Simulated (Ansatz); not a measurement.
Energy needed to pull apart CH$_{4}$BS (SMILES C[B]S), doublet, into free ground-state atoms, from the structure below (displaced at random from a GFN2-xTB minimum); no zero-point or spin–orbit terms; open-shell atoms are treated unrestricted, in their ground-state multiplicity.

```
atom    x (Å)    y (Å)    z (Å)
  C1  -0.9298   0.4521  -0.0899
  B2   0.3265  -0.2124   0.5742
  S3   1.7544  -0.8768  -0.2606
  H4  -1.3735  -0.3117  -0.8359
  H5  -0.6136   1.3133  -0.7175
  H6  -1.6904   0.7510   0.5655
  H7   2.5484  -1.2674   0.7013
```

Computed with Ansatz 0.2.0 (basis: def2-TZVPP); correlated methods freeze the cores; orbitals are unrestricted.

```json
{"method": "SPW92", "atomization energy (kcal/mol)": "?"}
{"method": "PBE-D4", "atomization energy (kcal/mol)": "586.1"}
{"method": "r2SCAN-D4", "atomization energy (kcal/mol)": "581.4"}
{"method": "PBE0-D4", "atomization energy (kcal/mol)": "578.7"}
{"method": "LC-wPBE", "atomization energy (kcal/mol)": "571.2"}
{"method": "wB97M-V", "atomization energy (kcal/mol)": "573.8"}
{"method": "HF", "atomization energy (kcal/mol)": "434.8"}
{"method": "MP2", "atomization energy (kcal/mol)": "562.3"}
{"method": "CCSD", "atomization energy (kcal/mol)": "?"}
{"method": "CCSD(T)", "atomization energy (kcal/mol)": "555.1"}
```

What does SPW92 give? (An estimate is asked for; the value comes from the calculation.)

The calculation gives: 652.3 kcal/mol, which is about 97.2 kcal/mol more than CCSD(T)/def2-TZVPP.

What does CCSD give? (An estimate is asked for; the value comes from the calculation.)

By the calculation: 547.5 kcal/mol, which is about 7.7 kcal/mol less than CCSD(T)/def2-TZVPP.

In triple zeta the MP2 and coupled-cluster atomization energies are still short of their basis limit by a few kcal/mol a bond, whereas those of the functionals are nearly converged, so these differences are not deviations from converged CCSD(T).

T1 diagnostic: at most 0.016. ⟨S²⟩ of the unrestricted Hartree–Fock references: 0.76 (a pure state has 0.75).

For scale, one of the runs: CCSD(T)/def2-TZVPP forces, 160 basis functions (an equivalent command: `ansatz run in.yaml --threads 8`). Hardware: 8 CPU threads, shared host. Wall time 90 s; peak host memory 5.5 GiB.
